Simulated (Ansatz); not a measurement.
C2H5+: where a starting geometry ends

The starting geometry of this gas-phase singlet was optimised with GFN2-xTB.

```xyz
7

C    -0.1168    0.8127    2.2888
C     0.7532    1.3259    3.2378
H    -0.3544   -0.2468    2.2255
H    -0.6049    1.4540    1.5590
H     1.1984    0.6183    3.9354
H     0.2925    2.2027    3.7485
H     1.5116    1.9763    2.7435
```

Q: Where would you expect an optimisation with r2SCAN-D4/def2-TZVP to take it?

A: A new bond forms, giving a structure with H7 bridging C1 and C2, given below by its coordinates. Distances that change by over a tenth: C2–H7 (1.11 → 1.32 Å). Contacts that close: C1–H7 (2.05 → 1.32 Å).

The energy falls by 0.22 eV over 17 steps:

```tsv
step	E − E(last) (eV)
1	0.216
3	0.203
5	0.200
6	0.199
8	0.179
10	0.139
12	0.059
13	0.017
15	0.000
17	0.000
```

Final geometry (Å):

```xyz
7

C    -0.0352    0.8865    2.3221
C     0.5456    1.3541    3.4802
H     0.1062   -0.1452    2.0080
H    -0.6521    1.5392    1.7084
H     1.1547    0.6989    4.0989
H     0.3964    2.3832    3.7992
H     1.1640    1.4265    2.3218
```

Frequencies at the end are all real (lowest 626 cm⁻¹). Run with Ansatz 0.2.0, 76 s on 1 thread of AMD EPYC (Zen 3), with other jobs on the host.
